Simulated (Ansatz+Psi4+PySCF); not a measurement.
Results of a calculation; reference values are marked as such.
A run of PySCF 2.14.0 on singlet NO₂(-) at this shape:

| atom | x (Å) | y (Å) | z (Å) |
| --- | --- | --- | --- |
| N | -0.2669 | 0.1780 | 0.0865 |
| O | 0.0485 | 0.3253 | -1.0785 |
| O | 0.1851 | -0.4810 | 1.0028 |

Its results:

```json
{"Converged": "yes", "Reference energy": "-204.14597 hartree", "Correlation energy": "-0.70188 hartree", "Total energy": "-204.84785 hartree", "Spin squared of the determinant": "0.000"}
```

Task: Which input gives this output? Name the method, the orbitals and the basis set, and write the input.

Result: RHF-MP2 in aug-cc-pVTZ. An unrestricted run that stays on the closed shell gives the same numbers.

```python
from pyscf import gto, scf, mp

mol = gto.M(atom="""
N -0.266900 0.178000 0.086500
O 0.048500 0.325300 -1.078500
O 0.185100 -0.481000 1.002800
""", basis='aug-cc-pvtz', charge=-1, spin=0)
mf = scf.RHF(mol)
mf.kernel()
pt = mp.MP2(mf, frozen=3).run()
print(mf.e_tot, pt.e_corr, pt.e_tot)
```
